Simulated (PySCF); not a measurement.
Compound: C4H5NS.
Bonds: N1–C2, C2–C3 (aromatic), C3–C4 (aromatic), C4–C5 (aromatic), C5–S6 (aromatic), C2–S6 (aromatic). Hydrogens: H7, H8 on N1; H9 on C3; H10 on C4; H11 on C5.

The same species was optimised twice, with GFN2-xTB and with PBE0-D3(BJ)/def2-SVP (PySCF), and the same property calculations (PySCF, gas phase) were run on both structures.

```csv
coordinate,GFN2-xTB,PBE0-D3(BJ)/def2-SVP,change
C2–C3 (Å),1.363,1.376,+0.013
C4–C5 (Å),1.352,1.365,+0.013
C3–C4 (Å),1.415,1.426,+0.011
C2–S6 (Å),1.740,1.737,-0.003
N1–C2 (Å),1.379,1.382,+0.003
C5–S6 (Å),1.730,1.731,+0.001
C2–S6–C5 (°),91.0,92.0,+1.0
C4–C5–S6 (°),111.7,111.1,-0.6
N1–C2–C3 (°),128.2,128.7,+0.5
C3–C2–S6 (°),111.3,110.9,-0.4
C2–C3–C4 (°),112.7,112.5,-0.2
C3–C4–C5 (°),113.3,113.4,+0.1
N1–C2–S6 (°),120.4,120.2,-0.2
```

Rotational constants: A = 5321, B = 3279, C = 2032 MHz (GFN2-xTB) against A = 5321, B = 3239, C = 2018 MHz (PBE0-D3(BJ)/def2-SVP). Atoms that the bonding makes alike are paired by their places after alignment.

On the GFN2-xTB structure: HOMO (eV) -5.63 [PBE0/pcSseg-1]; LUMO (eV) 0.18 [PBE0/pcSseg-1]; dipole (D) 1.78 [PBE0/pcSseg-1]; GIAO shielding of N1 (ppm) 197.7 [PBE0/pcSseg-1]; GIAO shielding of C2 (ppm) 25.2 [PBE0/pcSseg-1]; GIAO shielding of C3 (ppm) 81.1 [PBE0/pcSseg-1]; GIAO shielding of C4 (ppm) 55.8 [PBE0/pcSseg-1]; GIAO shielding of C5 (ppm) 72.3 [PBE0/pcSseg-1]; GIAO shielding of S6 (ppm) 317.7 [PBE0/pcSseg-1].

Q: What do these properties become on the PBE0-D3(BJ)/def2-SVP structure?

A: 
| property | level | on GFN2-xTB | on PBE0-D3(BJ)/def2-SVP | change |
| --- | --- | --- | --- | --- |
| HOMO (eV) | PBE0/pcSseg-1 | -5.63 | -5.68 | -0.05 |
| LUMO (eV) | PBE0/pcSseg-1 | 0.18 | 0.11 | -0.07 |
| dipole (D) | PBE0/pcSseg-1 | 1.78 | 1.82 | +0.04 |
| energy, GFN2-xTB geometry as zero (kcal/mol) | PBE0/pcSseg-1 | 0.0 | -0.4 | -0.4 |
| GIAO shielding of N1 (ppm) | PBE0/pcSseg-1 | 197.7 | 196.4 | -1.3 |
| GIAO shielding of C2 (ppm) | PBE0/pcSseg-1 | 25.2 | 24.1 | -1.1 |
| GIAO shielding of C3 (ppm) | PBE0/pcSseg-1 | 81.1 | 77.9 | -3.2 |
| GIAO shielding of C4 (ppm) | PBE0/pcSseg-1 | 55.8 | 53.2 | -2.6 |
| GIAO shielding of C5 (ppm) | PBE0/pcSseg-1 | 72.3 | 69.7 | -2.6 |
| GIAO shielding of S6 (ppm) | PBE0/pcSseg-1 | 317.7 | 312.2 | -5.5 |

The heavy atoms differ by 0.014 Å rms after alignment. Among bonds between heavy atoms C2–C3 and C4–C5 change most and about equally (+0.013 Å). Changes are differences of the printed values. Neither structure is proved a minimum here.

Conformer computed: `[NH2:1][c:2]1[cH:3][cH:4][cH:5][s:6]1`: H–N1–C2–C3 -22°, H–N1–C2–C3 -153°.
